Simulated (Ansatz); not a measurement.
We consider bcc Nb, described by HSE06 in Ansatz (plane waves, PAW).

Run with plane-wave cutoff 460 eV, 14×14×14 k mesh, Fermi–Dirac smearing 0.05 eV, no spin polarisation, scalar-relativistic PAW data made under PBE.

Cell (relaxed at this level):

```cif
data_Nb2
_chemical_formula_sum 'Nb2'
_space_group_name_H-M_alt 'Im-3m'
_space_group_IT_number 229
_space_group_name_Hall '-I 4 2 3'
_cell_length_a 3.29611
_cell_length_b 3.29611
_cell_length_c 3.29611
_cell_angle_alpha 90.000
_cell_angle_beta 90.000
_cell_angle_gamma 90.000
loop_
_atom_site_label
_atom_site_type_symbol
_atom_site_symmetry_multiplicity
_atom_site_Wyckoff_symbol
_atom_site_fract_x
_atom_site_fract_y
_atom_site_fract_z
_atom_site_occupancy
Nb1 Nb 2 a 0.00000 0.00000 0.00000 1
```
(The calculation used a cell of 1 atom; values per cell refer to that cell.)

What does this level give for the bulk modulus and pressure derivative B′ of the bulk modulus?


- bulk modulus = 180 GPa
- pressure derivative B′ of the bulk modulus = 2.4

Measured, for comparison: bulk modulus 173 GPa (0 K value with the zero-point phonon effect removed; as tabulated in Mejia-Rodriguez and Trickey (2018), arXiv:1807.09216). Computed (rounded) less measured: bulk modulus +4 %.

Computed values are for the static lattice.

The result took very roughly 10 core-minutes.

Ansatz is a program for electronic structure.
